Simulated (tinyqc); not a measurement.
Worked calculation: ROHF in the sto-6g basis, for BH, spin multiplicity 3. One step of it, computed by the program tinyqc.

Question. Iteration 3: building the Fock matrix. J_ij = sum D_kl (ij|kl) with D = D(alpha) + D(beta), K_ij = sum D_kl (ik|jl) for each spin; F = H + J - K(s); E = tr D H + tr D J / 2 - 0.5 sum_s tr D(s) K(s) + E_nn.

D(alpha) after iteration 2:
```
            1B 1s      1B 2s     1B 2px     1B 2py     1B 2pz      2H 1s
1B 1s    1.074161  -0.281180   0.000000   0.000000   0.042866   0.008540
1B 2s   -0.281180   1.071685   0.000000   0.000000  -0.188522  -0.089570
1B 2px   0.000000   0.000000   0.984852  -0.122142   0.000000   0.000000
1B 2py   0.000000   0.000000  -0.122142   0.015148   0.000000   0.000000
1B 2pz   0.042866  -0.188522   0.000000   0.000000   0.245647   0.363179
2H 1s    0.008540  -0.089570   0.000000   0.000000   0.363179   0.575558
```

D(beta) after iteration 2:
```
            1B 1s      1B 2s    1B 2px    1B 2py     1B 2pz      2H 1s
1B 1s    1.040573  -0.151429  0.000000  0.000000  -0.041590  -0.103069
1B 2s   -0.151429   0.570450  0.000000  0.000000   0.137737   0.341582
1B 2px   0.000000   0.000000  0.000000  0.000000   0.000000   0.000000
1B 2py   0.000000   0.000000  0.000000  0.000000   0.000000   0.000000
1B 2pz  -0.041590   0.137737  0.000000  0.000000   0.033282   0.082538
2H 1s   -0.103069   0.341582  0.000000  0.000000   0.082538   0.204691
```

core Hamiltonian H = T + V (hartree):
```
             1B 1s      1B 2s     1B 2px     1B 2py     1B 2pz      2H 1s
1B 1s   -12.764029  -3.162716   0.000000   0.000000  -0.010088  -0.288845
1B 2s    -3.162716  -3.693474   0.000000   0.000000  -0.095192  -0.849579
1B 2px    0.000000   0.000000  -2.922883   0.000000   0.000000   0.000000
1B 2py    0.000000   0.000000   0.000000  -2.922883   0.000000   0.000000
1B 2pz   -0.010088  -0.095192   0.000000   0.000000  -2.982554  -0.889830
2H 1s    -0.288845  -0.849579   0.000000   0.000000  -0.889830  -2.065478
```

Two-electron integrals (ij|kl) in chemists' order, unique and non-zero (hartree):
```
(11|11) 2.924993   (21|11) 0.480756   (21|21) 0.099484   (22|11) 0.743449
(22|21) 0.188967   (22|22) 0.544922   (31|31) 0.021096   (32|31) 0.030854
(32|32) 0.120443   (33|11) 0.743450   (33|21) 0.188967   (33|22) 0.544922
(33|33) 0.587109   (41|41) 0.021096   (42|41) 0.030854   (42|42) 0.120443
(43|43) 0.031641   (44|11) 0.743450   (44|21) 0.188967   (44|22) 0.544922
(44|33) 0.523827   (44|44) 0.587109   (51|51) 0.021096   (52|51) 0.030854
(52|52) 0.120443   (53|53) 0.031641   (54|54) 0.031641   (55|11) 0.743450
(55|21) 0.188967   (55|22) 0.544922   (55|33) 0.523827   (55|44) 0.523827
(55|55) 0.587109   (61|11) 0.044679   (61|21) 0.008977   (61|22) 0.016979
(61|33) 0.016889   (61|44) 0.016889   (61|51) 0.000709   (61|52) 0.001373
(61|55) 0.017160   (61|61) 0.000841   (62|11) 0.136281   (62|21) 0.035415
(62|22) 0.116135   (62|33) 0.112621   (62|44) 0.112621   (62|51) 0.004081
(62|52) 0.026259   (62|55) 0.123163   (62|61) 0.003418   (62|62) 0.038582
(63|31) 0.003240   (63|32) 0.015750   (63|53) 0.004595   (63|63) 0.003585
(64|41) 0.003240   (64|42) 0.015750   (64|54) 0.004595   (64|64) 0.003585
(65|11) 0.141241   (65|21) 0.037135   (65|22) 0.127696   (65|33) 0.121300
(65|44) 0.121300   (65|51) 0.006784   (65|52) 0.041393   (65|55) 0.140489
(65|61) 0.003725   (65|62) 0.049216   (65|65) 0.065122   (66|11) 0.318807
(66|21) 0.084374   (66|22) 0.312538   (66|33) 0.296544   (66|44) 0.296544
(66|51) 0.009844   (66|52) 0.087063   (66|55) 0.344525   (66|61) 0.008226
(66|62) 0.144112   (66|65) 0.197705   (66|66) 0.774999
```

nuclear repulsion = 1.59775728 hartree

Give: Coulomb J; exchange K(alpha); exchange K(beta); F(alpha); F(beta); total energy of this density.

Answer.

Coulomb J (hartree):
```
        1B 1s  1B 2s  1B 2px  1B 2py  1B 2pz  2H 1s
1B 1s   8.376  1.598   0.000   0.000   0.013  0.147
1B 2s   1.598  3.413   0.000   0.000   0.106  0.768
1B 2px  0.000  0.000   3.429  -0.008   0.000  0.000
1B 2py  0.000  0.000  -0.008   3.368   0.000  0.000
1B 2pz  0.013  0.106   0.000   0.000   3.444  0.869
2H 1s   0.147  0.768   0.000   0.000   0.869  2.350
```

exchange K(alpha) (hartree):
```
        1B 1s   1B 2s  1B 2px  1B 2py  1B 2pz  2H 1s
1B 1s   3.005   0.521   0.000   0.000   0.000  0.053
1B 2s   0.521   0.756   0.000   0.000  -0.041  0.220
1B 2px  0.000   0.000   0.723  -0.068   0.000  0.000
1B 2py  0.000   0.000  -0.068   0.185   0.000  0.000
1B 2pz  0.000  -0.041   0.000   0.000   0.442  0.287
2H 1s   0.053   0.220   0.000   0.000   0.287  0.606
```

exchange K(beta) (hartree):
```
        1B 1s  1B 2s  1B 2px  1B 2py  1B 2pz  2H 1s
1B 1s   2.953  0.486   0.000   0.000   0.000  0.045
1B 2s   0.486  0.445   0.000   0.000   0.154  0.240
1B 2px  0.000  0.000   0.094   0.000   0.000  0.000
1B 2py  0.000  0.000   0.000   0.094   0.000  0.000
1B 2pz  0.000  0.154   0.000   0.000   0.164  0.161
2H 1s   0.045  0.240   0.000   0.000   0.161  0.325
```

F(alpha) (hartree):
```
         1B 1s   1B 2s  1B 2px  1B 2py  1B 2pz   2H 1s
1B 1s   -7.392  -2.086   0.000   0.000   0.003  -0.194
1B 2s   -2.086  -1.036   0.000   0.000   0.052  -0.302
1B 2px   0.000   0.000  -0.217   0.060   0.000   0.000
1B 2py   0.000   0.000   0.060   0.260   0.000   0.000
1B 2pz   0.003   0.052   0.000   0.000   0.019  -0.308
2H 1s   -0.194  -0.302   0.000   0.000  -0.308  -0.321
```

F(beta) (hartree):
```
         1B 1s   1B 2s  1B 2px  1B 2py  1B 2pz   2H 1s
1B 1s   -7.341  -2.051   0.000   0.000   0.003  -0.186
1B 2s   -2.051  -0.725   0.000   0.000  -0.144  -0.322
1B 2px   0.000   0.000   0.412  -0.008   0.000   0.000
1B 2py   0.000   0.000  -0.008   0.351   0.000   0.000
1B 2pz   0.003  -0.144   0.000   0.000   0.297  -0.182
2H 1s   -0.186  -0.322   0.000   0.000  -0.182  -0.041
```

total energy of this density = -24.90267 hartree
